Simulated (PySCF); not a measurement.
Compound: HC≡CCH2F, C₃H₃F.
Bonds: C1–C2 (triple), C2–C3, C3–F4. Hydrogens: H5 on C1; H6, H7 on C3.

Computed with PySCF at wB97X-D/pcSseg-2, non-relativistic, on one gas-phase PBE0-D3(BJ)/def2-TZVP geometry that isn't relaxed in the solvent. The solvent is an IEF-PCM continuum (cavity from Bondi-type radii × 1.2). The model holds no explicit solvent molecules, cavitation or dispersion.

Gas phase at wB97X-D/pcSseg-2: HOMO -10.11 eV, LUMO 1.81 eV, dipole 1.81 D.

Task: What does the continuum do to the energy, the frontier levels and the dipole at wB97X-D/pcSseg-2 in chloroform?

Result: 
```tsv
solvent	ε	E(solvent) − E(gas) (kJ/mol)	polarisation term (kJ/mol)	distortion of the solute (kJ/mol)	HOMO (eV)	LUMO (eV)	dipole (D)
chloroform	4.711	-13.64	-14.98	1.34	-10.07	1.87	2.08
```

The first energy column is the sum of the next two and covers electrostatics alone.

Task: Which radius a makes the point-dipole formula ΔE = −[(ε − 1)/(2ε + 1)]·μ²/a³ give the value in chloroform, with the gas-phase dipole?

Result: μ = 0.711 au and |ΔE| = 0.00519 Eh give a = 1.73 Å; the farthest nucleus lies 2.78 Å from the centroid of the nuclei, so such a sphere wouldn't even hold the nuclei. The formula assumes a rigid point dipole at the centre of a sphere.

The run took 16 s wall on one thread, AMD EPYC 7R43 (x86_64), no GPU, on a shared host, and the process peaked at 0.76 GiB of memory. This is the whole shielding run at wB97X-D/pcSseg-2 in chloroform, SCF included.

Note: wB97X-D ran without an empirical dispersion term, which enters the total energy and its gradient alone.
